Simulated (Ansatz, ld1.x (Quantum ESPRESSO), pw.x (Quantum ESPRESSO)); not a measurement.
## pw.x on diamond H: one setting changed

Potential: ultrasoft, ld1.x (Quantum ESPRESSO) 7.5, PBEsol; core none, reference 1s1; waves: 1s (bound): rcut 1.20, rcutus 1.50 bohr; 1s channel at 0.5 Ry: rcut 1.20, rcutus 1.50 bohr; 2p channel at -0.15 Ry: rcut 1.35, rcutus 1.60 bohr; 2p channel at 1.5 Ry: rcut 1.35, rcutus 1.60 bohr; local part: all-electron potential smoothed inside 1.55 bohr (lloc = -1); core correction: none; augmentation: PSQ, radius 0.95 bohr.

The reference run (k-mesh 15³, cutoffs 40/660 Ry, Fermi–Dirac 0.01 Ry, mixing_beta 0.4, conv_thr 1e-9, no spin) gives 0.37 GPa at 3.355 Å³/atom, where all-electron LAPW gives -0.03 GPa. This run, with its own iteration cap, changes k-mesh shift to 1.

```
&control
  calculation='scf', prefix='x', pseudo_dir='./', outdir='./tmp', tstress=.true., disk_io='none'
/
&system
  ibrav=0, nat=2, ntyp=1, ecutwfc=40, ecutrho=660, nbnd=8,
  occupations='smearing', smearing='fd', degauss=0.01
/
&electrons
  conv_thr=1e-09, mixing_beta=0.4, electron_maxstep=60
/
ATOMIC_SPECIES
H 1.0 H.UPF
CELL_PARAMETERS angstrom
  0.00000000 1.49703116 1.49703116
  1.49703116 0.00000000 1.49703116
  1.49703116 1.49703116 0.00000000
ATOMIC_POSITIONS crystal
H 0.0000 0.0000 0.0000
H 0.2500 0.2500 0.2500
K_POINTS automatic
15 15 15 1 1 1
```

```bash
pw.x < H.scf.in > H.scf.out
```

Question: How does the run end?

Answer: It converges in 5 iterations; the free energy moves by -2.3 meV/atom and the pressure by -0.18 GPa.

```
Message from routine setup:
     using ibrav=0 with symmetry is DISCOURAGED, use correct ibrav instead
     lattice parameter (alat)  =       4.0008  a.u.
     unit-cell volume          =      45.2813 (a.u.)^3
     number of electrons       =         2.00
     number of Kohn-Sham states=            8
     kinetic-energy cutoff     =      40.0000  Ry
     charge density cutoff     =     660.0000  Ry
     scf convergence threshold =      1.0E-09
     Exchange-correlation= PBESOL
     number of k points=   344  Fermi-Dirac smearing, width (Ry)=  0.0100
     iteration #  1     ecut=    40.00 Ry     beta= 0.40
     total energy              =      -2.20347099 Ry
     estimated scf accuracy    <       0.00548307 Ry
     iteration #  2     ecut=    40.00 Ry     beta= 0.40
     total energy              =      -2.20338449 Ry
     estimated scf accuracy    <       0.00189040 Ry
     iteration #  3     ecut=    40.00 Ry     beta= 0.40
     total energy              =      -2.20339441 Ry
     estimated scf accuracy    <       0.00000074 Ry
     iteration #  4     ecut=    40.00 Ry     beta= 0.40
     total energy              =      -2.20339510 Ry
     estimated scf accuracy    <       0.00000227 Ry
     iteration #  5     ecut=    40.00 Ry     beta= 0.40
     the Fermi energy is     3.0142 ev
!    total energy              =      -2.20339514 Ry
     estimated scf accuracy    <          2.5E-11 Ry
     smearing contrib. (-TS)   =      -0.00013583 Ry
     The total energy is F=E-TS. E is the sum of the following terms:
     one-electron contribution =       0.91526977 Ry
     hartree contribution      =       0.11947402 Ry
     xc contribution           =      -1.33385383 Ry
     ewald contribution        =      -1.90414927 Ry
     convergence has been achieved in   5 iterations
          total   stress  (Ry/bohr**3)                   (kbar)     P=        1.82
     Message from routine punch:
     Nothing written, as per user request (disk_io='none')
```

The run took about 5.3 s on one core of a shared host (Neoverse-V1, 32 threads, 247 GiB, load 15).
